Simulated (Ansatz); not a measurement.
# SiH4O (singlet): wave-function methods side by side at distance O1–H3 along a hydrogen transfer = 1.672 Å, cc-pVDZ

How much of the correlation energy of SiH4O (singlet) does each wave-function method recover here?

Program: Ansatz 0.2.0, Gaussian basis. Level of theory: cc-pVDZ, core rule «outside noble gas», up to 6 orbitals frozen. These are calculated values, not measurements.

Plan: UHF; CCSD(T) on RHF; CCSD(T) on UHF; BCCD(T) on RHF; CISD; CCSDT(Q) on RHF; CCSDT(Q) on UHF; CASSCF and MRCISD+Q, 2 electrons in 2 orbitals; CASSCF and NEVPT2, 2 electrons in 2 orbitals.

8 further runs of the same task are left out: 1 for a mislabelled method, 6 that didn't finish, 1 set aside as unsound or not needed.

**1. The geometry**

The geometry derives from fragments relaxed apart (PBE0/def2-TZVP) and kept rigid, so it is no stationary point. A hydrogen atom is moved between rigid fragments.

6 atoms, charge 0, spin multiplicity 1.

Atoms are counted from 1 here; the program's logs count them from 0.

Bond lengths: O1–H2 0.960 Å, H3–Si4 1.440 Å, Si4–H5 1.526 Å, Si4–H6 1.526 Å. Angles: H3–Si4–H5 113.7°, H3–Si4–H6 113.7°, H5–Si4–H6 91.2°.

Coordinates:

```
O    -2.00229    0.01722    0.00000
H    -2.25160    0.94380    0.00000
H    -0.33029    0.01722    0.00000
Si    1.10971    0.01722    0.00000
H     1.72189   -0.85706    1.09001
H     1.72189   -0.85706   -1.09001
```

In the tables R marks a restricted determinant and U an unrestricted one; 'pair' is the active space of 2 electrons in 2 orbitals; energies count from the table's Hartree-Fock row.

**2. UHF**

The input, in.yaml:

```yaml
crystal:
  periodic: [false, false, false]
  atoms:
    - {symbol: O, position_ang: [-2.002291, 0.017219, 0.000000]}
    - {symbol: H, position_ang: [-2.251601, 0.943795, 0.000000]}
    - {symbol: H, position_ang: [-0.330291, 0.017219, 0.000000]}
    - {symbol: Si, position_ang: [1.109709, 0.017219, 0.000000]}
    - {symbol: H, position_ang: [1.721889, -0.857065, 1.090012]}
    - {symbol: H, position_ang: [1.721889, -0.857065, -1.090012]}
basis:
  gaussian: {orbitals: cc-pVDZ}
magnetization: {spin_polarized: true, initial_magnetization: 0}
hamiltonian: {xc: hf}
output: {orbitals: {seedname: orbitals}}
```

Launch:

```console
$ ansatz run in.yaml --threads 1 --pin off --events-out ev --progress --plain --max-ram 2393MiB
```

The log of the run:

```text
Functional definition: HF
  name "HF"
  cite "Fock, Z. Phys. 61, 126 (1930) doi:10.1007/BF01340294"
  parent pbe
  exchange = exact_x
  correlation = 0
483 factors; integrals over basis functions are off by at most 1.5e-3 eV
mean field evaluation 1: about -9950.4145 eV, gradient 3.3e1 eV
mean field evaluation 2: about -9950.4424 eV, gradient 3.3e1 eV
mean field evaluation 4: about -9955.5058 eV, gradient 8.2e0 eV
mean field evaluation 8: about -9956.1336 eV, gradient 7.2e-1 eV
mean field evaluation 16: about -9956.6338 eV, gradient 3.2e0 eV
mean field evaluation 32: about -9959.1549 eV, gradient 4.6e-1 eV
mean field evaluation 64: about -9958.8595 eV, gradient 3.8e-1 eV
mean field evaluation 96: about -9953.9945 eV, gradient 4.2e0 eV
mean field evaluation 128: about -9958.8621 eV, gradient 1.9e-4 eV
mean field evaluation 160: about -9959.2051 eV, gradient 1.5e-5 eV
mean field -9959.20509156 eV, -365.9940365231 hartree, gradient 1.5e-5 eV, S^2 0.992858; 6 other end points of the search recorded, 0 dependent functions left out
reference -9959.20509156 eV, -365.9940365231 hartree; 13, 13 occupied and 39, 39 virtual orbitals, 483 factors
Total energy: -9959.20509156 eV, -365.9940365231 hartree
```

Run time: 1.4 s. Hardware: 1 thread of Arm Neoverse V1, shared host.

From the report: ⟨S²⟩ of the determinant 0.993 (pure singlet: 0.00). The determinant is far from a pure spin state, so its energy mixes those of several spin states (harmless only where they are near-degenerate, as at dissociation).

The unrestricted solution breaks the spin symmetry, so the restricted determinant is unstable here.

**3. CCSD(T) on RHF**

Changes to in.yaml since step 2:

```diff
@@ -11,4 +11,3 @@
   gaussian: {orbitals: cc-pVDZ}
-magnetization: {spin_polarized: true, initial_magnetization: 0}
-hamiltonian: {xc: hf}
-output: {orbitals: {seedname: orbitals}}
+magnetization: {spin_polarized: false}
+correlation: {method: ccsd_t, electrons: outside_noble_gas}
```

Launched as before.

The log of the run, shortened:

```text
Functional definition: HF
  name "HF"
  cite "Fock, Z. Phys. 61, 126 (1930) doi:10.1007/BF01340294"
  parent pbe
[...]
483 factors; integrals over basis functions are off by at most 1.5e-3 eV
[...]
mean field -9956.14475453 eV, -365.8815712115 hartree, gradient 1.3e-6 eV, S^2 0.000000; 1 other end points of the search recorded, 0 dependent functions left out; unrestricted orbitals would lower it
unrestricted determinant -9959.20509156 eV, -365.9940365230 hartree, S^2 0.9929
6 core orbitals not correlated: weight in the atoms' cores, before any rotation towards them, 1.000 or more for the frozen orbitals, at most 0.000 for the correlated occupied ones
reference -9956.14475453 eV, -365.8815712115 hartree; 7, 7 occupied and 39, 39 virtual orbitals, 483 factors
second order -9.43593045 eV of doubles, -0.00000000 eV of singles
cycle   1  -9.43719548 eV  change   -4.4e-1 eV  update   1.8e-1
[...]
cycle  14  -10.50851318 eV  change    1.3e-6 eV  update   1.1e-5
perturbative correction -0.90183869 eV, -0.0331419604 hartree
WARN: these amplitudes may be one of several solutions (largest doubles amplitude 0.45, level shift 1.42 eV)
Total energy: -9967.55510639 eV, -366.3008939085 hartree
```

Run time: 1.1 s. Hardware: 1 thread of Arm Neoverse V1, shared host.

From the report: correlation -11.4104 eV; T1 0.072; largest double amplitude 0.45. The report flags that the cluster equations may have other roots.

**4. CCSD(T) on UHF**

Changes to in.yaml since step 3:

```diff
@@ -11,3 +11,3 @@
   gaussian: {orbitals: cc-pVDZ}
-magnetization: {spin_polarized: false}
+magnetization: {spin_polarized: true, initial_magnetization: 0}
 correlation: {method: ccsd_t, electrons: outside_noble_gas}
```

Launched as before.

The log of the run, shortened:

```text
Functional definition: HF
  name "HF"
  cite "Fock, Z. Phys. 61, 126 (1930) doi:10.1007/BF01340294"
  parent pbe
[...]
483 factors; integrals over basis functions are off by at most 1.5e-3 eV
[...]
mean field -9959.20509156 eV, -365.9940365231 hartree, gradient 1.4e-6 eV, S^2 0.992858; 12 other end points of the search recorded, 0 dependent functions left out
determinant -9959.20509156 eV, -365.9940365231 hartree, with singles and doubles -9967.20725193 eV, -366.2881104927 hartree
determinant -9958.86209897 eV, -365.9814317780 hartree, with singles and doubles -9966.78453157 eV, -366.2725758060 hartree
determinant -9959.20509156 eV, -365.9940365231 hartree, with singles and doubles -9967.21323126 eV, -366.2883302292 hartree
determinant -9958.86209897 eV, -365.9814317780 hartree, with singles and doubles -9966.78506949 eV, -366.2725955742 hartree
determinant -9956.14475453 eV, -365.8815712115 hartree, with singles and doubles -9966.64157514 eV, -366.2673222540 hartree
6 core orbitals not correlated: weight in the atoms' cores, before any rotation towards them, 1.000 or more for the frozen orbitals, at most 0.000 for the correlated occupied ones
reference -9959.20509156 eV, -365.9940365231 hartree; 7, 7 occupied and 39, 39 virtual orbitals, 483 factors
second order -6.86001274 eV of doubles, -0.00000000 eV of singles
cycle   1  -8.00814048 eV  change   -7.7e-7 eV  update   2.9e-6
perturbative correction -0.14008413 eV, -0.0051479969 hartree
Total energy: -9967.35331617 eV, -366.2934782545 hartree
```

It took 12 s on 1 thread of Arm Neoverse V1, shared host.

From the report: ⟨S²⟩ of the determinant 0.993 (pure singlet: 0.00); correlation -8.1482 eV; T1 0.021; largest double amplitude 0.05. The determinant is far from a pure spin state, so its energy mixes those of several spin states (harmless only where they are near-degenerate, as at dissociation).

**5. BCCD(T) on RHF**

Changes to in.yaml since step 4:

```diff
@@ -11,3 +11,3 @@
   gaussian: {orbitals: cc-pVDZ}
-magnetization: {spin_polarized: true, initial_magnetization: 0}
-correlation: {method: ccsd_t, electrons: outside_noble_gas}
+magnetization: {spin_polarized: false}
+correlation: {method: bccd_t, electrons: outside_noble_gas}
```

Same command.

The log of the run, shortened:

```text
Functional definition: HF
  name "HF"
  cite "Fock, Z. Phys. 61, 126 (1930) doi:10.1007/BF01340294"
  parent pbe
[...]
483 factors; integrals over basis functions are off by at most 1.5e-3 eV
[...]
mean field -9956.14475453 eV, -365.8815712115 hartree, gradient 1.3e-6 eV, S^2 0.000000; 1 other end points of the search recorded, 0 dependent functions left out; unrestricted orbitals would lower it
unrestricted determinant -9959.20509156 eV, -365.9940365230 hartree, S^2 0.9929
6 core orbitals not correlated: weight in the atoms' cores, before any rotation towards them, 1.000 or more for the frozen orbitals, at most 0.000 for the correlated occupied ones
reference -9956.14475453 eV, -365.8815712115 hartree; 7, 7 occupied and 39, 39 virtual orbitals, 483 factors
second order -9.43593045 eV of doubles, -0.00000000 eV of singles
cycle   1  -9.44666973 eV  change   -4.5e-1 eV  update   1.8e-1
[...]
cycle  16  -10.48620419 eV  change   -5.5e-7 eV  update   3.6e-6
perturbative correction -0.74508466 eV, -0.0273813561 hartree
WARN: these amplitudes may be one of several solutions (largest doubles amplitude 0.43, level shift 1.42 eV)
Total energy: -9967.37604337 eV, -366.2943134637 hartree
```

Run time: 1.5 s. Hardware: 1 thread of Arm Neoverse V1, shared host.

From the report: correlation -11.2313 eV; largest double amplitude 0.43. The report flags that the cluster equations may have other roots.

**6. CISD**

Changes to in.yaml since step 5:

```diff
@@ -11,3 +11,2 @@
   gaussian: {orbitals: cc-pVDZ}
-magnetization: {spin_polarized: false}
-correlation: {method: bccd_t, electrons: outside_noble_gas}
+correlation: {active_space: {ras: {orbitals: [7, 0, 39], electrons: 14, max_holes: 2, max_particles: 2}, fixed_orbitals: true}}
```

Launched as before.

The log of the run:

```text
Functional definition: HF
  name "HF"
  cite "Fock, Z. Phys. 61, 126 (1930) doi:10.1007/BF01340294"
  parent pbe
  exchange = exact_x
  correlation = 0
483 factors; integrals over basis functions are off by at most 1.5e-3 eV
mean field evaluation 1: about -9950.4443 eV, gradient 4.7e1 eV
mean field evaluation 2: about -9950.4456 eV, gradient 4.7e1 eV
mean field evaluation 4: about -9955.5134 eV, gradient 1.2e1 eV
mean field evaluation 8: about -9956.1448 eV, gradient 2.1e-1 eV
mean field evaluation 16: about -9955.7137 eV, gradient 8.2e0 eV
mean field -9956.14475453 eV, -365.8815712115 hartree, gradient 1.3e-6 eV, S^2 0.000000; 1 other end points of the search recorded, 0 dependent functions left out
reference -9956.14475453 eV, -365.8815712115 hartree; 13, 13 occupied and 39, 39 virtual orbitals, 483 factors
state -9965.20321611 eV, -366.2144635348 hartree
Total energy: -9965.20321611 eV, -366.2144635348 hartree
```

It took 2 s on 1 thread of Arm Neoverse V1, shared host.

From the report: 53,964 determinants.

**7. CCSDT(Q) on RHF**

Changes to in.yaml since step 6:

```diff
@@ -11,2 +11,3 @@
   gaussian: {orbitals: cc-pVDZ}
-correlation: {active_space: {ras: {orbitals: [7, 0, 39], electrons: 14, max_holes: 2, max_particles: 2}, fixed_orbitals: true}}
+magnetization: {spin_polarized: false}
+correlation: {method: ccsdt_q, electrons: outside_noble_gas}
```

Same command.

The log of the run, shortened:

```text
Functional definition: HF
  name "HF"
  cite "Fock, Z. Phys. 61, 126 (1930) doi:10.1007/BF01340294"
  parent pbe
[...]
946 factors; integrals over basis functions are off by at most 2.5e-7 eV
[...]
mean field -9956.14481095 eV, -365.8815732849 hartree, gradient 1.3e-6 eV, S^2 0.000000; 1 other end points of the search recorded, 0 dependent functions left out; unrestricted orbitals would lower it
unrestricted determinant -9959.20516138 eV, -365.9940390888 hartree, S^2 0.9929
6 core orbitals not correlated: weight in the atoms' cores, before any rotation towards them, 1.000 or more for the frozen orbitals, at most 0.000 for the correlated occupied ones
reference -9956.14481095 eV, -365.8815732849 hartree; 7, 7 occupied and 39, 39 virtual orbitals, 946 factors
second order -9.43600350 eV of doubles, -0.00000000 eV of singles
cycle   1  -9.43720244 eV  change   -4.4e-1 eV  update   1.9e-1
[...]
cycle  23  -11.25211623 eV  change   -5.0e-7 eV  update   1.4e-6
perturbative correction -0.11976419 eV, -0.0044012527 hartree
WARN: these amplitudes may be one of several solutions (largest doubles amplitude 0.66, level shift 1.42 eV)
Total energy: -9967.51669136 eV, -366.2994821821 hartree
```

Wall time 26 s (1 thread of Arm Neoverse V1, shared host); peak memory 0.34 GiB.

From the report: correlation -11.3719 eV; T1 0.087; largest double amplitude 0.66. The report flags that the cluster equations may have other roots.

**8. CCSDT(Q) on UHF**

Changes to in.yaml since step 7:

```diff
@@ -11,3 +11,3 @@
   gaussian: {orbitals: cc-pVDZ}
-magnetization: {spin_polarized: false}
+magnetization: {spin_polarized: true, initial_magnetization: 0}
 correlation: {method: ccsdt_q, electrons: outside_noble_gas}
```

Same command.

The log of the run, shortened:

```text
Functional definition: HF
  name "HF"
  cite "Fock, Z. Phys. 61, 126 (1930) doi:10.1007/BF01340294"
  parent pbe
[...]
946 factors; integrals over basis functions are off by at most 2.5e-7 eV
[...]
mean field -9959.20516138 eV, -365.9940390889 hartree, gradient 1.3e-6 eV, S^2 0.992858; 12 other end points of the search recorded, 0 dependent functions left out
determinant -9959.20516138 eV, -365.9940390889 hartree, with singles and doubles -9967.20731048 eV, -366.2881126445 hartree
determinant -9958.86215576 eV, -365.9814338649 hartree, with singles and doubles -9966.78457485 eV, -366.2725773964 hartree
determinant -9959.20516138 eV, -365.9940390889 hartree, with singles and doubles -9967.21328969 eV, -366.2883323763 hartree
determinant -9958.86215576 eV, -365.9814338649 hartree, with singles and doubles -9966.78511263 eV, -366.2725971595 hartree
determinant -9956.14481095 eV, -365.8815732849 hartree, with singles and doubles -9966.64163551 eV, -366.2673244725 hartree
6 core orbitals not correlated: weight in the atoms' cores, before any rotation towards them, 1.000 or more for the frozen orbitals, at most 0.000 for the correlated occupied ones
reference -9959.20516138 eV, -365.9940390889 hartree; 7, 7 occupied and 39, 39 virtual orbitals, 946 factors
second order -6.86005932 eV of doubles, -0.00000000 eV of singles
cycle   1  -7.65041899 eV  change   -7.9e-1 eV  update   7.5e-2
[...]
cycle  38  -8.21014697 eV  change   -3.2e-7 eV  update   4.5e-7
perturbative correction -0.03180512 eV, -0.0011688167 hartree
Total energy: -9967.44711347 eV, -366.2969252418 hartree
```

Wall time 2.2 min (1 thread of Arm Neoverse V1, shared host); peak memory 0.72 GiB.

From the report: ⟨S²⟩ of the determinant 0.993 (pure singlet: 0.00); correlation -8.2420 eV; T1 0.037; largest double amplitude 0.25. The determinant is far from a pure spin state, so its energy mixes those of several spin states (harmless only where they are near-degenerate, as at dissociation).

**9. CASSCF and MRCISD+Q, 2 electrons in 2 orbitals**

Changes to in.yaml since step 8:

```diff
@@ -11,3 +11,2 @@
   gaussian: {orbitals: cc-pVDZ}
-magnetization: {spin_polarized: true, initial_magnetization: 0}
-correlation: {method: ccsdt_q, electrons: outside_noble_gas}
+correlation: {method: fic_mrcisd_q, electrons: outside_noble_gas, active_space: {window: {electrons: 2, orbitals: 2}}}
```

Launched as before.

The log of the run, shortened:

```text
Functional definition: HF
  name "HF"
  cite "Fock, Z. Phys. 61, 126 (1930) doi:10.1007/BF01340294"
  parent pbe
[...]
483 factors; integrals over basis functions are off by at most 1.5e-3 eV
[...]
mean field -9956.14475453 eV, -365.8815712115 hartree, gradient 1.3e-6 eV, S^2 0.000000; 1 other end points of the search recorded, 0 dependent functions left out; unrestricted orbitals would lower it
reference -9956.14475453 eV, -365.8815712115 hartree; 13, 13 occupied and 39, 39 virtual orbitals, 483 factors
state -9959.13078522 eV, -365.9913058155 hartree
contracted CI cycle   1: correlation 0.00000000 eV, 0.0000000000 hartree, residual 2.72e1 eV
contracted CI cycle   2: correlation -7.29963053 eV, -0.2682564742 hartree, residual 3.42e0 eV
contracted CI cycle   3: correlation -7.45480837 eV, -0.2739591544 hartree, residual 9.55e-1 eV
contracted CI cycle   4: correlation -7.46668180 eV, -0.2743954950 hartree, residual 2.49e-1 eV
contracted CI cycle   5: correlation -7.46778074 eV, -0.2744358804 hartree, residual 8.76e-2 eV
contracted CI cycle   6: correlation -7.46790164 eV, -0.2744403234 hartree, residual 3.22e-2 eV
contracted CI cycle   7: correlation -7.46792022 eV, -0.2744410061 hartree, residual 1.19e-2 eV
contracted CI cycle   8: correlation -7.46792259 eV, -0.2744410931 hartree, residual 4.02e-3 eV
contracted CI cycle   9: correlation -7.46792285 eV, -0.2744411027 hartree, residual 1.38e-3 eV
state -9959.13078522 eV, -365.9913058155 hartree; corrected -9967.35256697 eV, -366.2934507220 hartree
Total energy: -9967.35256697 eV, -366.2934507220 hartree
```

Wall time 1.2 s (1 thread of Arm Neoverse V1, shared host).

From the report: 4 determinants; active occupations 1.31, 0.69.

**10. CASSCF and NEVPT2, 2 electrons in 2 orbitals**

Changes to in.yaml since step 9:

```diff
@@ -11,2 +11,2 @@
   gaussian: {orbitals: cc-pVDZ}
-correlation: {method: fic_mrcisd_q, electrons: outside_noble_gas, active_space: {window: {electrons: 2, orbitals: 2}}}
+correlation: {method: sc_nevpt2, electrons: outside_noble_gas, active_space: {window: {electrons: 2, orbitals: 2}}}
```

Launched as before.

The log of the run:

```text
Functional definition: HF
  name "HF"
  cite "Fock, Z. Phys. 61, 126 (1930) doi:10.1007/BF01340294"
  parent pbe
  exchange = exact_x
  correlation = 0
483 factors; integrals over basis functions are off by at most 1.5e-3 eV
mean field evaluation 1: about -9950.4443 eV, gradient 4.7e1 eV
mean field evaluation 2: about -9950.4456 eV, gradient 4.7e1 eV
mean field evaluation 4: about -9955.5134 eV, gradient 1.2e1 eV
mean field evaluation 8: about -9956.1448 eV, gradient 2.1e-1 eV
mean field evaluation 16: about -9955.7137 eV, gradient 8.2e0 eV
mean field -9956.14475453 eV, -365.8815712115 hartree, gradient 1.3e-6 eV, S^2 0.000000; 1 other end points of the search recorded, 0 dependent functions left out; unrestricted orbitals would lower it
reference -9956.14475453 eV, -365.8815712115 hartree; 13, 13 occupied and 39, 39 virtual orbitals, 483 factors
state -9959.13078522 eV, -365.9913058155 hartree
state -9959.13078522 eV, -365.9913058155 hartree; corrected -9966.18063693 eV, -366.2503830872 hartree
Total energy: -9966.18063693 eV, -366.2503830872 hartree
```

It took 0.81 s on 1 thread of Arm Neoverse V1, shared host.

From the report: 4 determinants; active occupations 1.31, 0.69.

**11. All levels against the top one**

No level here is safe as a reference; RCCSDT(Q) serves as a yardstick only. Rows without a time come out of other runs: HF, MP2 and CCSD of CCSD(T), CCSDT of CCSDT(Q), CASSCF and MRCISD of the multireference runs.

Differences are taken before rounding.

| method | energy from the lowest RHF (kcal/mol) | from RCCSDT(Q) (kcal/mol) | time |
| --- | --- | --- | --- |
| RHF | 0.00 | +262.24 |  |
| UHF | -70.57 | +191.67 |  |
| RMP2 | -217.60 | +44.65 |  |
| UMP2 | -228.77 | +33.47 |  |
| CISD | -208.89 | +53.35 | 2 s |
| RCCSD | -242.33 | +19.91 |  |
| UCCSD | -255.25 | +7.00 |  |
| RCCSD(T) | -263.13 | -0.89 | 1.1 s |
| UCCSD(T) | -258.48 | +3.77 | 12 s |
| BCCD(T) | -259.00 | +3.24 | 1.5 s |
| RCCSDT | -259.48 | +2.76 |  |
| UCCSDT | -259.91 | +2.34 |  |
| RCCSDT(Q) | -262.24 | 0 | 26 s |
| UCCSDT(Q) | -260.64 | +1.60 | 2.2 min |
| CASSCF pair | -68.86 | +193.38 |  |
| NEVPT2 pair | -231.43 | +30.81 | 0.81 s |
| MRCISD pair | -241.07 | +21.17 |  |
| MRCISD+Q pair | -258.46 | +3.78 | 1.2 s |

Among the levels timed on like hardware and quicker than the yardstick, those that no quicker one beats, quickest first: NEVPT2 pair (0.81 s, +30.81 kcal/mol); RCCSD(T) (1.1 s, -0.89 kcal/mol).

The program flags RCCSD(T), BCCD(T), RCCSDT(Q) as in doubt (see the logs), so the zero of the table is itself unsure.

**12. Summary of results**

| quantity | value |
| --- | --- |
| RCCSDT(Q) below the RHF energy | -11.3719 eV |
| RMP2 from RCCSDT(Q) | +44.65 kcal/mol |
| UMP2 from RCCSDT(Q) | +33.47 kcal/mol |
| RCCSD from RCCSDT(Q) | +19.91 kcal/mol |
| RCCSD(T) from RCCSDT(Q) | -0.89 kcal/mol |
| UCCSD(T) from RCCSDT(Q) | +3.77 kcal/mol |
| UCCSDT(Q) from RCCSDT(Q) | +1.60 kcal/mol |
| NEVPT2 pair from RCCSDT(Q) | +30.81 kcal/mol |
| MRCISD+Q pair from RCCSDT(Q) | +3.78 kcal/mol |
| T1 diagnostic | 0.072 |

RCCSD(T) lands -0.89 kcal/mol from the yardstick (0.3 % of the correlation energy). CCSD(T) misses by -0.89 kcal/mol on the restricted determinant and by +3.77 kcal/mol on the unrestricted one; the two need not hold the same state or core. Warnings: restricted reference is unstable; spin contamination; large T1 diagnostic.
